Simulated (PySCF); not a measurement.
## TDDFT excited states: C4H6S

Species: C4H6S.
InChI=1S/C4H6S/c1-3-5-4-2/h1H,4H2,2H3

Theory: TDDFT wB97X-D/def2-SVPD, vertical, gas phase, core orbitals frozen in the response (PySCF). The structure is a single PBE0-D3(BJ)/def2-SVP conformer in the gas phase; no vibrational or solvent corrections. Torsions of this conformer, `[CH:1]#[C:2][S:3][CH2:4][CH3:5]`: C2–S3–C4–C5 64°.

List the vertical singlet excitations with oscillator strengths and describe the spectrum.

```csv
state,λ (nm),E (eV),f,|μ| (D),"main configurations (H = HOMO, L = LUMO)"
S1,263.4,4.71,0.0003,0.13,H→L (90%)
S2,205.3,6.04,0.013,0.74,"H-1→L (33%), H→L+3 (24%), H→L+2 (12%)"
S3,194.8,6.37,0.0037,0.39,"H→L+1 (62%), H→L+2 (9%)"
S4,189.5,6.54,0.0004,0.13,"H→L+4 (33%), H→L+6 (12%), H-2→L (12%)"
S5,177.7,6.98,0.0015,0.24,"H-1→L+3 (38%), H-1→L+2 (20%), H-1→L+5 (12%)"
S6,175.3,7.07,0.015,0.76,"H→L+2 (60%), H→L+3 (26%)"
```

The lowest singlet comes at 263 nm (454 kJ/mol) in the ultraviolet; it is dark (f under 0.0005); its leading configuration is HOMO→LUMO (90%). The strongest level in the table is S6 at 7.07 eV (175 nm, f = 0.015). It is the last of those listed, so stronger ones may follow. Löwdin shares by element: HOMO carbon 48% or more, sulfur 46%; LUMO carbon 52% or more, sulfur 33% (atoms not listed hold the other 15%). Of the 6 states listed, 2 reach f = 0.01 and 2 stay under 0.0005. Weighted by f, the mean energy of these states is 6.58 eV. Orbital energies (eV): HOMO-3 -11.87, HOMO-2 -11.29, HOMO-1 -9.84, HOMO -8.33, LUMO 1.52, LUMO+1 2.24, LUMO+2 2.58. The window holds the lowest 6 singlets.
